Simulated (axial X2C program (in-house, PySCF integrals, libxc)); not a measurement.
# Worked dissociation energy of PO⁻: PBE0, spin-free

Calculated with an axial X2C code built on PySCF integrals. Spin-free means the one-electron spin-free X2C Hamiltonian. Basis: P dyall-av3z [9s8p3d2f], O dyall-av3z [7s6p3d2f] (cores contracted in-house); Gaussian nuclei, density fitting, unrestricted open shells. Masses: P 30.974 u, O 15.995 u.

Molecular state: M_S = 1, Λ = 0 (beyond evenly filled blocks: π+α, π-α).

```
E(P) (2M_S = 3, M_L = 0)  : -341.969737 hartree
E(O-) (2M_S = 1, M_L = 0) : -75.126752 hartree
E(PO⁻) at Re              : -417.307596 hartree
ωe                        : 1058.8 cm⁻¹
ωexe                      : 5.31 cm⁻¹
```

(1) Work out De and D0.

The state is a single determinant with fixed occupations, the lowest that a limited PBE0 search found. De is counted from the lowest determinant-based energies of the atoms at the same level, without counterpoise correction. Other states lie close and PBE0, whose exact exchange favours high spin, may order them wrongly; the determinant shown need not be the ground state. The nearest other spin-free determinant of the search, M_S = 0, Λ = 2, lies 0.71 eV up at the distance of the search. The highest occupied level of some functionals is positive through self-interaction error; at Hartree–Fock it is bound.

Each atomic determinant is the lowest at this level and need not be a pure term. Totals compare only within one Hamiltonian and basis.

## Answers

(1) De = -341.969737 + (-75.126752) − (-417.307596) = 0.21111 hartree = 5.745 eV. The zero-point energy is ωe/2 − ωexe/4 = 528 cm⁻¹ = 0.065 eV, so D0 = 5.679 eV.
